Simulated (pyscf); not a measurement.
H₃C–InH₂ → H₃C–In [singlet] + hydrogen (H₂), a 1,1-elimination (singlet surface; H–In, H–In broken, H–H formed). Single points on ωB97X-D3(BJ)/def2-SVP structures (PySCF, gas phase). Energies in kcal/mol from the reactant's lowest minimum found.

Small-basis levels: PySCF, no dispersion term, spherical d functions. AM1 to PM7: differences of heats of formation from MOPAC, which are fitted to 298 K values and so differ in kind from electronic energies by zero-point and thermal terms. GFN2-xTB: tblite. Cost: rough CPU time at the saddle relative to B3LYP/6-31G*+LANL2DZ, from one job on a shared machine.

| level | barrier | reaction energy | cost |
|---|---|---|---|
| HF/6-31G*+LANL2DZ | 76.7 | +3.4 | 0.1 |
| B3LYP/LANL2DZ | 59.4 | +5.2 | 1.0 |
| M06-2X/6-31G*+LANL2DZ | 63.2 | +4.5 | 2 |
| B3LYP/6-311+G**+LANL2DZ | 57.6 | +4.4 | 1 |
| PBE/def2-SVP | 45.8 | +0.1 | 3 |
| B3LYP/def2-SVP | 51.1 | -2.3 | 2 |
| GFN2-xTB | 41.4 | -3.0 | under 0.02 |
| PM3 | 49.4 | -8.1 | under 0.02 |
| PM6 | 52.8 | -63.8 | under 0.02 |
| ωB97M-D3(BJ)/def2-TZVP | 57.2 | +2.5 | – |

Against the last row the barrier runs from -15.8 (GFN2-xTB) to +19.5 kcal/mol (HF/6-31G*+LANL2DZ). ωB97M-D3(BJ)/def2-TZVP has limits of its own. One saddle was located; it need not be the lowest between these sides. In the def2 sets elements past Kr carry core potentials, without spin-orbit coupling.
